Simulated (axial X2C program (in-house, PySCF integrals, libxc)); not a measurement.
## Potential curves of LiH⁺, two-component

Calculated with an in-house all-electron X2C program for linear molecules (integrals from PySCF). Two-component (2c) means X2C with spin–orbit coupling and atomic mean-field two-electron Coulomb and Gaunt terms. Basis: Li dyall-cv3z [7s8p2d], H dyall-v3z [6s2p1d] (cores contracted in-house); Gaussian nuclei, density fitting, unrestricted open shells. Masses: Li 7.016 u, H 1.008 u.

State: Ω = 1/2 (⟨Sz⟩ = 0.50, ⟨Lz⟩ = 0.00 at HF). Energies in eV from the fragments at the same level (Li+ + H). Fits are polynomials in 1 − R0/R over 0.85 to 1.23 times the lowest point R0.

| R (Å) | CCSD | PBE0 | MP2 | CCSD(T) |
| --- | --- | --- | --- | --- |
| 1.9314 | -0.0903 | -0.1194 | -0.0903 | -0.0903 |
| 2.0202 | -0.1120 | -0.1413 | -0.1120 | -0.1120 |
| 2.0868 | -0.1213 | -0.1507 | -0.1213 | -0.1213 |
| 2.1534 | -0.1261 | -0.1554 | -0.1261 | -0.1261 |
| 2.2200 | -0.1275 | -0.1566 | -0.1275 | -0.1275 |
| 2.2977 | -0.1259 | -0.1546 | -0.1259 | -0.1259 |
| 2.3754 | -0.1218 | -0.1500 | -0.1218 | -0.1218 |
| 2.4753 | -0.1143 | -0.1414 | -0.1143 | -0.1143 |
| 2.5974 | -0.1033 | -0.1288 | -0.1033 | -0.1033 |
| 2.7750 | -0.0863 | -0.1089 | -0.0863 | -0.0863 |

Correlated methods: 1 electrons correlated (number of frozen shells: Li 1 s; H none), 105 virtual spin orbitals or spinors in MP2.

One determinant describes the state; a PBE0 search over occupations chose it and may have missed a lower one. De is counted from the lowest determinant-based energies of the atoms at the same level, without counterpoise correction. Density functionals use the spin component along the axis (collinear). CCSD and (T) use frozen natural virtuals with an MP2 correction for the truncation; (T) itself is uncorrected, so its De runs slightly low. Under one Hamiltonian the search converged a single determinant, so lower ones may well exist. Coupled cluster ran on the points near the minimum only. MP2 and coupled cluster on one determinant become unreliable at the stretched end.

(1) What are Re, ωe and De at the CCSD level?

(2) What are Re, ωe and De at the PBE0 level?

(3) Fit the MP2 curve near its minimum: give the equilibrium distance, the harmonic wavenumber and the well depth.

(4) Fit the CCSD(T) curve near its minimum: give the equilibrium distance, the harmonic wavenumber and the well depth.

Results:

(1) At CCSD, 2c: Re = 2.219 Å, ωe ≈ 422 cm⁻¹, De = 0.13 eV to Li+ + H; Be follows as 3.89 cm⁻¹.

(2) At PBE0, 2c: Re = 2.213 Å, ωe ≈ 440 cm⁻¹, De = 0.16 eV to Li+ + H; Be follows as 3.91 cm⁻¹.

(3) At MP2, 2c: Re = 2.219 Å, ωe ≈ 422 cm⁻¹, De = 0.13 eV to Li+ + H; Be follows as 3.89 cm⁻¹.

(4) At CCSD(T), 2c: Re = 2.219 Å, ωe ≈ 422 cm⁻¹, De = 0.13 eV to Li+ + H; Be follows as 3.89 cm⁻¹.
